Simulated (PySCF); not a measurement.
Gas-phase reaction: 5 Cl2 + 2 C3H4 (allene) ⇌ 2 CH3CCl3 + 2 CHCl2

Energies from PySCF (xtb for GFN2), thermal terms from the rigid-rotor harmonic-oscillator model, ideal gas at 1 bar. † marks an energy on the PBE0/def2-TZVP geometry and frequencies; other levels use their own. MP2 freezes the core. Open shells (unrestricted): CHCl2 (multiplicity 2); the rest are closed-shell singlets. GFN2 has no spin-polarisation term. B3LYP is the form with VWN-RPA correlation. CHCl2: computed as isolated molecules; such fragments, hydroxides, amides, oligomers or adducts are transient or little studied in the gas. MP2 isn't extrapolated to the basis-set limit; its ΔH°(298 K) is -657.5 kJ in def2-SVP and -582.5 kJ in def2-TZVPP. The harmonic model lacks anharmonicity and excited electronic states, which grow with temperature; levels with a mode under 35 cm⁻¹ are left out. Internal rotation in CH3CCl3 is treated as a harmonic vibration of one conformer, which makes the entropy rough.

```
level             ΔE electronic, kJ  ΔH°(298 K), kJ  ΔS°(298 K), J/K  ΔG°(800 K), kJ
----------------  -----------------  --------------  ---------------  --------------
B3LYP/def2-TZVP†               -413            -398             -397             -85
GFN2-xTB                       -314            -304             -391               4
MP2/def2-TZVPP†                -597            -582             -397            -269
PBE/def2-SVP                   -573            -557             -401            -240
LDA/def2-TZVP†                 -616            -601             -397            -287
```
ΔH° is lowest at LDA/def2-TZVP† and highest at GFN2-xTB. No reference value is set beside these.
